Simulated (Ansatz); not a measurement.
**Elastic constant C11 of antifluorite Mg₂Sn at several levels of theory**

No measured value is used here.

| level (code) | value (GPa) | cell (Å³/atom) |
|---|---|---|
| LDA (Ansatz) | 81.3 | 24.65 |
| PBE (Ansatz) | 70.5 | 26.39 |
| PBEsol (Ansatz) | 76.2 | 25.58 |
| B3LYP (VWN-RPA form) (Ansatz) | … | 26.30 |
| PBE0 (Ansatz) | 87.2 | 25.78 |

### Question
What belongs in the gaps?

### Answer

- B3LYP (VWN-RPA form) (Ansatz, a quantum-chemistry and plane-wave program), value (GPa): 82.9

LDA, PBE, PBEsol: the solid has no gap at this level, which affects its response. Each level is taken at its own relaxed cell. K meshes differ between the levels. Ansatz's density-functional and Hartree–Fock values are scalar-relativistic unless marked +SOC, with PAW data made under PBE.
